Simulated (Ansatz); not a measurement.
Basis-set extrapolation for H₅OPSi, SMILES `OP[SiH3]` (PBE0-D4/def2-TZVP geometry, frozen core, Ansatz). Multiplicity 1, RHF reference.

```csv
,def2-TZVPP,def2-QZVPP
HF,-707.505885,-707.529060
MP2 correlation,-0.524175,-0.566241
CCSD(T) correlation,-0.588235,not run
```

Energies in hartree. Use E(X) = E(∞) + A·exp(−7.88·√X) for Hartree–Fock and E(X) = E(∞) + B·X^(−2.97) for correlation, with X = 3 and 4, and add CCSD(T) minus MP2 of the smaller set to the MP2 limit.

What is the CCSD(T) energy at the basis-set limit?

HF limit: -707.529060 + (-0.023175) × 0.13774 = -707.53225. MP2 limit: -0.566241 + (-0.042066) × 0.74074 = -0.59740. Higher-order term: -0.588235 − (-0.524175) = -0.06406. Total: -708.19371 hartree, 62.5 kcal/mol below CCSD(T)/def2-TZVPP.
